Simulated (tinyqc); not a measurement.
Inside a calculation. Method: UHF in the sto-3g basis, for BH, spin multiplicity 3. This run ends on a higher stationary point, not on the lowest solution. One step of it, computed by the program tinyqc.

Problem. Iteration 2: building the Fock matrix. J_ij = sum D_kl (ij|kl) with D = D(alpha) + D(beta), K_ij = sum D_kl (ik|jl) for each spin; F = H + J - K(s); E = tr D H + tr D J / 2 - 0.5 sum_s tr D(s) K(s) + E_nn.

D(alpha) after iteration 1:
```
            1B 1s      1B 2s    1B 2px    1B 2py     1B 2pz      2H 1s
1B 1s    1.011005  -0.051636  0.000000  0.000000  -0.063745  -0.102308
1B 2s   -0.051636   0.261522  0.000000  0.000000   0.175518   0.249406
1B 2px   0.000000   0.000000  1.000000  0.000000   0.000000   0.000000
1B 2py   0.000000   0.000000  0.000000  1.000000   0.000000   0.000000
1B 2pz  -0.063745   0.175518  0.000000  0.000000   0.136109   0.176436
2H 1s   -0.102308   0.249406  0.000000  0.000000   0.176436   0.244016
```

D(beta) after iteration 1:
```
            1B 1s      1B 2s    1B 2px    1B 2py     1B 2pz      2H 1s
1B 1s    1.003360  -0.023290  0.000000  0.000000  -0.057476  -0.095858
1B 2s   -0.023290   0.156008  0.000000  0.000000   0.148190   0.222002
1B 2px   0.000000   0.000000  0.000000  0.000000   0.000000   0.000000
1B 2py   0.000000   0.000000  0.000000  0.000000   0.000000   0.000000
1B 2pz  -0.057476   0.148190  0.000000  0.000000   0.146865   0.208862
2H 1s   -0.095858   0.222002  0.000000  0.000000   0.208862   0.324505
```

core Hamiltonian H = T + V (hartree):
```
             1B 1s      1B 2s     1B 2px     1B 2py     1B 2pz      2H 1s
1B 1s   -12.744428  -3.301347   0.000000   0.000000  -0.016841  -0.720922
1B 2s    -3.301347  -3.823905   0.000000   0.000000  -0.150852  -1.578788
1B 2px    0.000000   0.000000  -2.991945   0.000000   0.000000   0.000000
1B 2py    0.000000   0.000000   0.000000  -2.991945   0.000000   0.000000
1B 2pz   -0.016841  -0.150852   0.000000   0.000000  -3.102902  -1.462735
2H 1s    -0.720922  -1.578788   0.000000   0.000000  -1.462735  -2.559131
```

Two-electron integrals (ij|kl) in chemists' order, unique and non-zero (hartree):
```
(11|11) 2.923513   (21|11) 0.518376   (21|21) 0.109262   (22|11) 0.744229
(22|21) 0.193177   (22|22) 0.544804   (31|31) 0.020264   (32|31) 0.029996
(32|32) 0.120346   (33|11) 0.742491   (33|21) 0.193240   (33|22) 0.544682
(33|33) 0.586773   (41|41) 0.020264   (42|41) 0.029996   (42|42) 0.120346
(43|43) 0.031630   (44|11) 0.742491   (44|21) 0.193240   (44|22) 0.544682
(44|33) 0.523513   (44|44) 0.586773   (51|51) 0.020264   (52|51) 0.029996
(52|52) 0.120346   (53|53) 0.031630   (54|54) 0.031630   (55|11) 0.742491
(55|21) 0.193240   (55|22) 0.544682   (55|33) 0.523513   (55|44) 0.523513
(55|55) 0.586773   (61|11) 0.111266   (61|21) 0.023374   (61|22) 0.041466
(61|33) 0.041262   (61|44) 0.041262   (61|51) 0.001702   (61|52) 0.003130
(61|55) 0.041896   (61|61) 0.005160   (62|11) 0.261365   (62|21) 0.068857
(62|22) 0.212754   (62|33) 0.206740   (62|44) 0.206740   (62|51) 0.007593
(62|52) 0.045666   (62|55) 0.224586   (62|61) 0.015724   (62|62) 0.113193
(63|31) 0.006992   (63|32) 0.032408   (63|53) 0.008598   (63|63) 0.012705
(64|41) 0.006992   (64|42) 0.032408   (64|54) 0.008598   (64|64) 0.012705
(65|11) 0.242018   (65|21) 0.064620   (65|22) 0.210726   (65|33) 0.199502
(65|44) 0.199502   (65|51) 0.013171   (65|52) 0.073866   (65|55) 0.232952
(65|61) 0.015500   (65|62) 0.131394   (65|65) 0.162126   (66|11) 0.417996
(66|21) 0.112191   (66|22) 0.391542   (66|33) 0.368150   (66|44) 0.368150
(66|51) 0.015294   (66|52) 0.121168   (66|55) 0.437895   (66|61) 0.026147
(66|62) 0.263966   (66|65) 0.333451   (66|66) 0.774606
```

nuclear repulsion = 2.11670884 hartree

Give: Coulomb J; exchange K(alpha); exchange K(beta); F(alpha); F(beta); total energy of this density.

Solution.

Coulomb J (hartree):
```
         1B 1s   1B 2s  1B 2px  1B 2py  1B 2pz   2H 1s
1B 1s   8.4436  1.7189  0.0000  0.0000  0.0398  0.3735
1B 2s   1.7189  3.5103  0.0000  0.0000  0.2383  1.4616
1B 2px  0.0000  0.0000  3.4941  0.0000  0.0000  0.0000
1B 2py  0.0000  0.0000  0.0000  3.4941  0.0000  0.0000
1B 2pz  0.0398  0.2383  0.0000  0.0000  3.5308  1.5076
2H 1s   0.3735  1.4616  0.0000  0.0000  1.5076  2.8595
```

exchange K(alpha) (hartree):
```
          1B 1s   1B 2s  1B 2px  1B 2py   1B 2pz   2H 1s
1B 1s    2.9648  0.5987  0.0000  0.0000  -0.0040  0.1291
1B 2s    0.5987  0.6258  0.0000  0.0000   0.2438  0.4109
1B 2px   0.0000  0.0000  0.6924  0.0000   0.0000  0.0000
1B 2py   0.0000  0.0000  0.0000  0.6924   0.0000  0.0000
1B 2pz  -0.0040  0.2438  0.0000  0.0000   0.3479  0.3580
2H 1s    0.1291  0.4109  0.0000  0.0000   0.3580  0.5578
```

exchange K(beta) (hartree):
```
          1B 1s   1B 2s  1B 2px  1B 2py   1B 2pz   2H 1s
1B 1s    2.9206  0.5393  0.0000  0.0000  -0.0025  0.1171
1B 2s    0.5393  0.3404  0.0000  0.0000   0.2407  0.3372
1B 2px   0.0000  0.0000  0.0631  0.0000   0.0000  0.0000
1B 2py   0.0000  0.0000  0.0000  0.0631   0.0000  0.0000
1B 2pz  -0.0025  0.2407  0.0000  0.0000   0.3041  0.3705
2H 1s    0.1171  0.3372  0.0000  0.0000   0.3705  0.5859
```

F(alpha) (hartree):
```
          1B 1s    1B 2s   1B 2px   1B 2py   1B 2pz    2H 1s
1B 1s   -7.2656  -2.1812   0.0000   0.0000   0.0270  -0.4765
1B 2s   -2.1812  -0.9394   0.0000   0.0000  -0.1564  -0.5281
1B 2px   0.0000   0.0000  -0.1902   0.0000   0.0000   0.0000
1B 2py   0.0000   0.0000   0.0000  -0.1902   0.0000   0.0000
1B 2pz   0.0270  -0.1564   0.0000   0.0000   0.0800  -0.3131
2H 1s   -0.4765  -0.5281   0.0000   0.0000  -0.3131  -0.2575
```

F(beta) (hartree):
```
          1B 1s    1B 2s  1B 2px  1B 2py   1B 2pz    2H 1s
1B 1s   -7.2214  -2.1218  0.0000  0.0000   0.0255  -0.4645
1B 2s   -2.1218  -0.6540  0.0000  0.0000  -0.1533  -0.4544
1B 2px   0.0000   0.0000  0.4391  0.0000   0.0000   0.0000
1B 2py   0.0000   0.0000  0.0000  0.4391   0.0000   0.0000
1B 2pz   0.0255  -0.1533  0.0000  0.0000   0.1238  -0.3256
2H 1s   -0.4645  -0.4544  0.0000  0.0000  -0.3256  -0.2856
```

total energy of this density = -24.517208 hartree

This density is a damped mixture and is not idempotent.
